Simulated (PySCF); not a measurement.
Structure problem from calculated spectra and properties.

Formula: SiCl2; singlet state.

* XPS: Si2p3/2 109.3, Cl2p3/2 206.2 (×2), Si1s 1849.4, Cl1s 2828.8 (×2) eV [ΔSCF SCAN, pcX-2 on the ionised atom, pcseg-1 elsewhere, spin-free X2C, 2p3/2 from a spin–orbit splitting computed afterwards within the 2p shell]
* Valence photoelectron: vertical ionisation energy: 10.23 eV [ΔSCF CAM-B3LYP/def2-SVPD]
* Dipole: 1.15 D [CAM-B3LYP/def2-SVPD]
* Polarisability: 57.3 au [CAM-B3LYP/def2-SVPD]
* NMR, other nuclei: isotropic shieldings of nuclei other than C and H, by class: 116 (1 Si), 557 (2 Cl) ppm [GIAO HF/pcSseg-2]
* Triplet: lowest triplet excitation (Tamm–Dancoff): 2.37 eV [TDA CAM-B3LYP/def2-SVPD]
* Rotational structure: rotational constants A, B, C: 14.303, 2.778, 2.326 GHz [PBE0-D3(BJ)/def2-SVP]
* UV, strongest line: among the 10 lowest singlet transitions: S6 at 6.99 eV (177 nm, f = 0.310) [TDDFT CAM-B3LYP/def2-SVPD]
* UV, first state: lowest singlet excitation: 3.89 eV (319 nm, f = 0.030) [TDDFT CAM-B3LYP/def2-SVPD]

The electronic properties come from PySCF, for the isolated species, density fitting. Levels stand in brackets. Geometry: PBE0-D3(BJ)/def2-SVP; no solvent, vibrations or thermal averaging. NMR values are class means; diastereotopic atoms form classes of their own.

Problem. Give a SMILES that accounts for the data.

Solution. Numbering: `[Cl:1][Si:2][Cl:3]`. The other shieldings belong to: 116 ppm, silicon bonded to 2 Cl [Si2]; 557 ppm, silicon-bound chlorine [Cl1/Cl3]. The core levels belong to: Si2p3/2 109.3 eV, silicon bonded to 2 Cl [Si2]; Cl2p3/2 206.2 eV, silicon-bound chlorine [Cl1/Cl3]; Si1s 1849.4 eV, silicon bonded to 2 Cl [Si2]; Cl1s 2828.8 eV, silicon-bound chlorine [Cl1/Cl3]. S1 is mainly HOMO→LUMO (weight 0.99); the largest Löwdin shares of the orbital it empties are 0.55 on the silicon bonded to 2 Cl and 0.23 on each of 2 atoms of one kind (silicon-bound chlorine), of the orbital it fills 0.68 on the silicon bonded to 2 Cl and 0.16 on each of 2 atoms of one kind (silicon-bound chlorine). The optimised geometry has point group C2v and is an asymmetric top. Structure: `Cl[Si]Cl` [singlet]. The assignments are read from this structure; whether some other isomer fits the data as well wasn't checked.
